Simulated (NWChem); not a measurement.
System: pyrazine (C4H4N2); SMILES c1cnccn1

All runs: NWChem. Pople sets run with spherical d functions. The geometry was optimised at B3LYP/6-31G* (spherical d). Level: PBE/6-31G* with SMD, gas-phase geometry; reactions with the solvents are ignored.

```tsv
SMD term (kcal/mol)	water	anisole
distortion of the solute's density	0.87	0.48
polarisation	-6.43	-4.63
cavity, dispersion and structure	-0.17	-0.31
```

Task: Sum the solvation free energies, find the transfer free energy from water to anisole and the partition coefficient at 298.15 K.

Result: 
1. ΔG(solv, water) = -5.73 kcal/mol and ΔG(solv, anisole) = -4.46 kcal/mol (1 M gas to 1 M solution).
2. Transfer: -4.46 − (-5.73) = 1.27 kcal/mol.
3. log₁₀ K(anisole/water) = −ΔG/(RT ln 10) = -1.27/1.364 = -0.9, so the model puts more of the solute in water.
4. Of the transfer energy, 1.41 kcal/mol is electrostatic and -0.14 comes from the non-electrostatic term. The two phases are taken as the pure solvents.
